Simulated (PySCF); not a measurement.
Species: C3H9PS.
Atom-mapped SMILES: `[CH3:1][P:2]([CH3:3])([CH3:4])=[S:5]` (hydrogens: H6, H7, H8 on C1; H9, H10, H11 on C3; H12, H13, H14 on C4)

Cartesian coordinates in Å at the GFN2-xTB level; atoms count from 1:
```xyz
14
C3H9PS angstrom
C     -0.672    1.500   -0.348
P      0.159    0.136    0.562
C      1.555   -0.340   -0.535
C     -1.015   -1.271    0.418
S      0.675    0.575    2.380
H     -0.939    1.203   -1.359
H     -1.566    1.785    0.205
H      0.006    2.352   -0.375
H      2.054   -1.203   -0.096
H      1.214   -0.577   -1.539
H      2.261    0.489   -0.567
H     -1.272   -1.473   -0.619
H     -1.911   -1.027    0.985
H     -0.551   -2.149    0.864
```

Computed, not measured: TDDFT CAM-B3LYP/def2-SVPD, vertical, gas phase, core orbitals frozen in the response (PySCF).

Ground-to-excited transition dipoles (e·a0, same axes as the geometry; the sign carries no meaning), for the states with f of 0.002 or more among the lowest 7:

```json
{"state": "S1", "E (hartree)": "0.2203", "μx": "-0.588", "μy": "0.382", "μz": "0.074"}
{"state": "S2", "E (hartree)": "0.2204", "μx": "-0.342", "μy": "-0.572", "μz": "0.234"}
{"state": "S6", "E (hartree)": "0.2459", "μx": "0.187", "μy": "0.114", "μz": "-0.082"}
{"state": "S7", "E (hartree)": "0.2459", "μx": "0.128", "μy": "-0.198", "μz": "0.011"}
```

(1) Work out the oscillator strengths.

(2) What is the point group, and which symmetry does each of these states have?

(3) What peak molar absorption coefficient would the strongest computed level give as a lone Gaussian band 0.3 eV wide at half height?

## Answers

(1) f = (2/3) ΔE |μ|² with ΔE in hartree (27.2114 eV).

| state | \|μ\|² (au) | \|μ\| (D) | f |
| --- | --- | --- | --- |
| S1 | 0.497 | 1.79 | 0.073 |
| S2 | 0.498 | 1.79 | 0.073 |
| S6 | 0.055 | 0.59 | 0.009 |
| S7 | 0.055 | 0.60 | 0.009 |

(2) C3v. The ground state is totally symmetric, so the direction of μ fixes the label. Polarised across the main axis, so E: S1, S2, S6 and S7.

(3) ε(max) = 2.175×10⁸ f / FWHM, with the width in cm⁻¹. S1/S2 (f summed): 2.175×10⁸ × 0.1462 / 2420 ≈ 13000 L mol⁻¹ cm⁻¹.

S1/S2 and S6/S7 coincide within about 0.01 eV; within a degenerate level the directions of the single components are arbitrary.
